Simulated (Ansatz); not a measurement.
Silver, fcc: convergence with Methfessel-Paxton smearing

Computed with Ansatz, LDA, scalar-relativistic PAW, on the relaxed cell (a = 3.999 Å; spin not included). Errors count from a run at 420 eV on a Γ-centred 22×22×22 mesh with Fermi-Dirac smearing of 0.1 eV, extrapolated to zero width. Fixed here: cutoff 420 eV, mesh 13×13×13. The SCF starts from atomic densities corrected by a trained network.

| width (eV) | E(σ→0) error (meV/atom) | F error (meV/atom) | P (GPa) | SCF iterations |
| --- | --- | --- | --- | --- |
| 0.01 | 1.3 | 1.3 | -0.09 | 6 |
| 0.03 | 1.3 | 1.3 | -0.09 | 6 |
| 0.1 | 1.4 | 1.3 | -0.07 | 6 |
| 0.3 | 1.5 | 1.5 | -0.04 | 5 |
| 0.6 | 1.1 | 0.9 | 0.05 | 5 |
| 1.0 | 1.0 | 1.0 | 0.15 | 5 |

Task: What does the run at 0.2 give (width)?

Result: E(σ→0) error (meV/atom): 1.3; F error (meV/atom): 1.4; P (GPa): -0.04; SCF iterations: 5.
